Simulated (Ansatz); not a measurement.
I need a ladder of methods at one geometry of CH3AlO, SMILES O=[CH][AlH2]. Use Ansatz's Python interface. Level of theory (for the species named): PBE, def2-SVP basis, multiplicity 1. The script varies functional: pbe, r2scan, b3lyp, r2scan0, hf, lc_wpbe.

```xyz
6

O     0.2363   -1.7363    0.9958
C    -0.1288   -1.0599   -0.0102
Al    0.0477    0.9003   -0.0461
H    -0.4426   -1.5605   -0.8837
H    -0.3276    1.7215   -1.3511
H     0.6571    1.6710    1.2492
```

`methods.py`:
```python
from pathlib import Path
import logging
import sys

import ansatz as az
from ase import Atoms
import numpy as np

logging.basicConfig(stream=sys.stdout, format='%(levelname)s %(message)s')
logger = logging.getLogger('ch3alo')
logger.setLevel(logging.INFO)

atoms = Atoms(['O', 'C', 'Al', 'H', 'H', 'H'], positions=[
    (0.2363, -1.7363, 0.9958),
    (-0.1288, -1.0599, -0.0102),
    (0.0477, 0.9003, -0.0461),
    (-0.4426, -1.5605, -0.8837),
    (-0.3276, 1.7215, -1.3511),
    (0.6571, 1.671, 1.2492),
])
system = az.Crystal.molecule_from_ase(atoms)

setup = system.calculation().basis(gaussian='def2-SVP')

logger.info('functional    E (Ha)        dipole (D)   HOMO (eV)  LUMO (eV)')
for name in ['pbe', 'r2scan', 'b3lyp', 'r2scan0', 'hf', 'lc_wpbe']:
    report = setup.functional(name).forces().orbitals().run(threads=1, runs_dir='runs').report
    lines = Path(report['orbitals_path']).read_text().splitlines()
    field_of = lambda key: [line.split('=')[1].strip() for line in lines if line.startswith(key)]
    orbitals = [(27.211386 * float(e), s, float(n)) for e, s, n in zip(field_of('Ene='), field_of('Spin='), field_of('Occup='))]
    homo = max(e for e, _, n in orbitals if n > 0.5)
    lumo = min(e for e, _, n in orbitals if n < 0.5)
    dipole = 4.803205 * np.linalg.norm(report['charge_distribution']['dipole_moment_e_ang'])
    logger.info(f'{name:10s} {report["free_energy_ev"] / 27.211386246:14.6f} {dipole:9.3f} {homo:11.3f} {lumo:10.3f}')
```

```console
$ python methods.py
INFO functional    E (Ha)        dipole (D)   HOMO (eV)  LUMO (eV)
INFO pbe           -357.061331     1.837      -5.205     -3.705
INFO r2scan        -357.238364     2.040      -5.529     -3.556
INFO b3lyp         -357.358585     2.074      -6.499     -2.961
INFO r2scan0       -357.214784     2.247      -6.994     -2.678
INFO hf            -356.167300     2.755     -10.637      0.373
INFO lc_wpbe       -357.172061     2.250      -9.437     -0.500
```

Notes:
- Total energies depend on the basis set; only differences at equal settings carry meaning.
- The geometry is a force-field or estimated start, not a minimum of this method, and the basis set is short of its limit. A lower total doesn't mark the better method: functionals have no common bound, and MP2 and coupled cluster aren't variational.
- b3lyp holds the VWN-RPA fit, as in Gaussian; the form of ORCA and Turbomole is b3lyp5.
- Levels such as HOMO and LUMO are orbital energies: with these approximate functionals they aren't the ionisation energy and electron affinity, and their gap isn't the fundamental gap.
- It ran for 10 s on 1 thread of Arm Neoverse V1, with other jobs on the host, peak memory 0.19 GiB.
